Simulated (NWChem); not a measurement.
All runs are NWChem calculations. System: ethanethiol (C$_{2}$H$_{6}$S), charge 0, spin multiplicity 1, at a geometry optimised with B3LYP/def2-SVP. Level: RHF/def2-TZVP.

The NWChem input:

```
start mol
memory heap 200 mb stack 900 mb global 1100 mb
geometry units angstroms nocenter noautoz noautosym
  C     -1.482804     0.769460    -0.251562
  C     -0.545505    -0.416850    -0.445231
  S      1.073112    -0.261958     0.413996
  H     -2.451504     0.583243    -0.746286
  H     -1.057843     1.689594    -0.684774
  H     -1.669544     0.957148     0.816934
  H     -0.982268    -1.334661    -0.020356
  H     -0.365853    -0.617541    -1.513006
  H      1.527064     0.797888    -0.295685
end
basis spherical
  * library def2-tzvp
end
scf
  rhf
  nopen 0
  maxiter 100
  thresh 1e-7
  semidirect memsize 60000000 filesize 0
end
task scf energy
```

NWChem printed:

```
             Northwest Computational Chemistry Package (NWChem) 7.3.0
             --------------------------------------------------------

                                NWChem Input Module
                                -------------------

 Scaling coordinates for geometry "geometry" by  1.889725989
 (inverse scale =  0.529177249)

                             Geometry "geometry" -> ""
                             -------------------------

 Output coordinates in angstroms (scale by  1.889725989 to convert to a.u.)

  No.       Tag          Charge          X              Y              Z
 ---- ---------------- ---------- -------------- -------------- --------------
    1 C                    6.0000    -1.48280400     0.76946000    -0.25156200
    2 C                    6.0000    -0.54550500    -0.41685000    -0.44523100
    3 S                   16.0000     1.07311200    -0.26195800     0.41399600
    4 H                    1.0000    -2.45150400     0.58324300    -0.74628600
    5 H                    1.0000    -1.05784300     1.68959400    -0.68477400
    6 H                    1.0000    -1.66954400     0.95714800     0.81693400
    7 H                    1.0000    -0.98226800    -1.33466100    -0.02035600
    8 H                    1.0000    -0.36585300    -0.61754100    -1.51300600
    9 H                    1.0000     1.52706400     0.79788800    -0.29568500

 Effective nuclear repulsion energy (a.u.)     106.3998438489

            Nuclear Dipole moment (a.u.)
            ----------------------------
        X                 Y               Z
 ---------------- ---------------- ----------------
    -0.0000188973     0.0000056692     0.0000094486


 Summary of "ao basis" -> "" (spherical)
 ------------------------------------------------------------------------------
       Tag                 Description            Shells   Functions and Types
 ---------------- ------------------------------  ------  ---------------------
 *                         def2-tzvp                  on all atoms

 Summary of "ao basis" -> "ao basis" (spherical)
 ------------------------------------------------------------------------------
       Tag                 Description            Shells   Functions and Types
 ---------------- ------------------------------  ------  ---------------------
 C                         def2-tzvp                11       31   5s3p2d1f
 S                         def2-tzvp                13       37   5s5p2d1f
 H                         def2-tzvp                 4        6   3s1p

                                 NWChem SCF Module
                                 -----------------

  ao basis        = "ao basis"
  functions       =   135
  atoms           =     9
  closed shells   =    17
  open shells     =     0
  charge          =   0.00
  wavefunction    = RHF
  use symmetry    = F
  symmetry adapt  = F

 Summary of "ao basis" -> "ao basis" (spherical)
 ------------------------------------------------------------------------------
       Tag                 Description            Shells   Functions and Types
 ---------------- ------------------------------  ------  ---------------------
 C                         def2-tzvp                11       31   5s3p2d1f
 S                         def2-tzvp                13       37   5s5p2d1f
 H                         def2-tzvp                 4        6   3s1p

 Forming initial guess at       0.1s

      Superposition of Atomic Density Guess
      -------------------------------------

 Sum of atomic energies:        -475.82101295

      Non-variational initial energy
      ------------------------------

 Total energy =    -477.416265
 1-e energy   =    -864.119663
 2-e energy   =     280.303554
 HOMO         =      -0.291785
 LUMO         =       0.043747

 Starting SCF solution at       4.2s

 ----------------------------------------------
         Quadratically convergent ROHF

 Convergence threshold     :          1.000E-07
 Maximum no. of iterations :          100
 Final Fock-matrix accuracy:          1.000E-09
 ----------------------------------------------

              iter       energy          gnorm     gmax       time
             ----- ------------------- --------- --------- --------
                 1     -476.7601892851  6.15D-01  8.88D-02      5.1
                 2     -476.7981669264  4.59D-02  7.95D-03      7.0
                 3     -476.7984347806  1.25D-03  2.77D-04      9.7
                 4     -476.7984349856  8.52D-07  1.92D-07     14.7
                 5     -476.7984349856  4.90D-09  1.33D-09     18.9

       Final RHF  results
       ------------------

         Total SCF energy =   -476.798434985599
      One-electron energy =   -867.019097084704
      Two-electron energy =    283.820818250177
 Nuclear repulsion energy =    106.399843848927

        Time for solution =     14.6s

             Final eigenvalues
             -----------------

              1
    1  -91.9454
    2  -11.2656
    3  -11.2292
    4   -8.9495
    5   -6.6310
    6   -6.6301
    7   -6.6293
    8   -1.0644
    9   -0.9393
   10   -0.8182
   11   -0.6319
   12   -0.5878
   13   -0.5522
   14   -0.5218
   15   -0.4932
   16   -0.4447
   17   -0.3550
   18    0.1246
   19    0.1683
   20    0.1730
   21    0.1999
   22    0.2007
   23    0.2262
   24    0.2352
   25    0.2760
   26    0.3099
   27    0.3322

                       ROHF Final Molecular Orbital Analysis
                       -------------------------------------

 Vector   15  Occ=2.000000D+00  E=-4.932410D-01
              MO Center= -4.7D-01,  5.5D-02, -2.4D-01, r^2= 3.1D+00
   Bfn.  Coefficient  Atom+Function         Bfn.  Coefficient  Atom+Function
  ----- ------------  ---------------      ----- ------------  ---------------
   119      0.202433  7 H  s                107      0.164211  5 H  s
    38     -0.157996  2 C  py

 Vector   16  Occ=2.000000D+00  E=-4.447353D-01
              MO Center=  4.6D-01, -2.1D-01,  1.9D-01, r^2= 3.0D+00
   Bfn.  Coefficient  Atom+Function         Bfn.  Coefficient  Atom+Function
  ----- ------------  ---------------      ----- ------------  ---------------
    79      0.279983  3 S  pz                77      0.235940  3 S  px
    67      0.205566  3 S  s                 66      0.186119  3 S  s
    82      0.177770  3 S  pz

 Vector   17  Occ=2.000000D+00  E=-3.550006D-01
              MO Center=  9.4D-01, -2.3D-01,  3.3D-01, r^2= 1.9D+00
   Bfn.  Coefficient  Atom+Function         Bfn.  Coefficient  Atom+Function
  ----- ------------  ---------------      ----- ------------  ---------------
    79      0.337418  3 S  pz                78      0.316751  3 S  py
    82      0.272575  3 S  pz                81      0.255292  3 S  py
    77     -0.213827  3 S  px                80     -0.172561  3 S  px
    76      0.155110  3 S  pz

 Vector   18  Occ=0.000000D+00  E= 1.246427D-01
              MO Center= -1.7D-01,  1.7D-01, -4.6D-01, r^2= 7.3D+00
   Bfn.  Coefficient  Atom+Function         Bfn.  Coefficient  Atom+Function
  ----- ------------  ---------------      ----- ------------  ---------------
    36      2.773781  2 C  s                  5      2.475083  1 C  s
   126     -1.445052  8 H  s                120     -1.365503  7 H  s
   108     -1.283331  5 H  s                114     -1.042923  6 H  s
   132     -1.027694  9 H  s                102     -0.990811  4 H  s
    44     -0.611383  2 C  py                81      0.602798  3 S  py

 Vector   19  Occ=0.000000D+00  E= 1.682986D-01
              MO Center= -4.2D-01,  3.6D-01, -3.0D-01, r^2= 8.7D+00
   Bfn.  Coefficient  Atom+Function         Bfn.  Coefficient  Atom+Function
  ----- ------------  ---------------      ----- ------------  ---------------
     5      4.062849  1 C  s                102     -1.957027  4 H  s
   132      1.371085  9 H  s                 67     -1.259581  3 S  s
   114     -1.168594  6 H  s                120     -0.847440  7 H  s
   108     -0.717912  5 H  s                 44     -0.632145  2 C  py
    43      0.623362  2 C  px                82      0.538267  3 S  pz

 Vector   20  Occ=0.000000D+00  E= 1.730378D-01
              MO Center= -6.4D-01,  3.2D-01, -2.2D-01, r^2= 8.8D+00
   Bfn.  Coefficient  Atom+Function         Bfn.  Coefficient  Atom+Function
  ----- ------------  ---------------      ----- ------------  ---------------
     5      6.175159  1 C  s                 36     -5.864241  2 C  s
   108     -1.762476  5 H  s                120      1.670099  7 H  s
   114     -1.398330  6 H  s                126      1.214786  8 H  s
    67      1.150516  3 S  s                102     -1.152745  4 H  s
    12      0.866320  1 C  px                80     -0.740165  3 S  px

 center of mass
 --------------
 x =   0.15024295 y =  -0.06252790 z =   0.07350919

 moments of inertia (a.u.)
 ------------------
         110.369846858749          78.074950002395         -81.153218043124
          78.074950002395         330.177027882402          12.743714432881
         -81.153218043124          12.743714432881         350.368762210486

  Mulliken analysis of the total density
  --------------------------------------

    Atom       Charge   Shell Charges
 -----------   ------   -------------------------------------------------------
    1 C    6     6.29   0.85  1.12  0.47  0.67  0.08  1.24  1.40  0.37  0.02  0.06  0.00
    2 C    6     6.14   0.85  1.12  0.47  0.70 -0.01  1.20  1.40  0.27  0.02  0.10  0.01
    3 S   16    16.22   2.01  0.49  1.48  1.04  0.81  4.18  1.69  0.88  2.32  1.19  0.04  0.08  0.01
    4 H    1     0.90   0.26  0.50  0.12  0.02
    5 H    1     0.91   0.26  0.50  0.12  0.02
    6 H    1     0.89   0.26  0.49  0.11  0.02
    7 H    1     0.89   0.26  0.50  0.11  0.02
    8 H    1     0.89   0.27  0.50  0.11  0.02
    9 H    1     0.88   0.23  0.50  0.12  0.02

       Multipole analysis of the density wrt the origin
       ------------------------------------------------

     L   x y z        total         open         nuclear
     -   - - -        -----         ----         -------
     0   0 0 0     -0.000000      0.000000     34.000000

     1   1 0 0     -0.491258      0.000000     -0.000019
     1   0 1 0      0.204909      0.000000      0.000006
     1   0 0 1     -0.446261      0.000000      0.000009

     2   2 0 0    -20.869509      0.000000    166.946237
     2   1 1 0      1.808024      0.000000    -42.991866
     2   1 0 1     -0.561538      0.000000     43.265532
     2   0 2 0    -20.525178      0.000000     45.007132
     2   0 1 1     -0.572103      0.000000     -6.669921
     2   0 0 2    -21.185603      0.000000     29.931368

 Task  times  cpu:       18.9s     wall:       18.9s

 Total times  cpu:       19.0s     wall:       19.0s
```
